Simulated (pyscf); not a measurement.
This saddle point was located with ωB97X-D3(BJ)/def2-SVP in PySCF.

```xyz
11

Cl    -1.3687     0.6107     1.9673
Ta    -1.6126    -0.7726    -0.1486
Cl    -1.5322    -1.9170    -2.1132
Cl    -3.5563    -1.4596     0.8266
Cl    -0.0948    -2.2351     0.8270
Cl    -2.2983     1.1546    -1.2044
Si     0.8106     0.9599     1.0823
H     -0.0827     0.2247    -0.1721
H      1.2364     1.0191     2.5076
H      1.9171     0.2070     0.4198
H      0.6091     2.3087     0.5042
```
Charge 0, spin multiplicity 1.

Surface: singlet, charge 0. Lowest wavenumbers (cm⁻¹): 275i, 42, 53, 91, 122.

### Question
What reaction is this the transition state of?

### Answer
Cl–Ta(Cl)(Cl)(Cl)–Cl + silane (SiH₄) <-> H₃Si–Cl + Cl–TaH(Cl)(Cl)–Cl, a four-centre exchange read from left to right: Cl–Ta, H–Si broken and Cl–Si, H–Ta formed. At ωB97M-D3(BJ)/def2-TZVP it lies +17.6 kcal/mol from the left side and +11.4 kcal/mol from the right (each side as separated species at their lowest minima found). On the reactant side the descent ends in an adduct with a H–Ta contact, 6.9 kcal/mol under the separated species and 19.6 kcal/mol under the saddle at ωB97X-D3(BJ)/def2-TZVP. On the product side the descent ends in an adduct with a Cl–Ta contact, 9.0 kcal/mol under the separated species and 11.7 kcal/mol under the saddle at ωB97X-D3(BJ)/def2-TZVP. What is counted as formed (H–Ta) is already present as a longer contact in the reactant adduct; forming that adduct is a step of its own. What is counted as broken (Cl–Ta) persists as a longer contact in the product adduct; parting that adduct is a step of its own. At ωB97X-D3(BJ)/def2-TZVP the barrier from the zero used here is 12.7 kcal/mol. This is the saddle that the search found; another between the same sides may lie lower. Elements past Kr carry the def2 core potentials, without spin-orbit coupling.
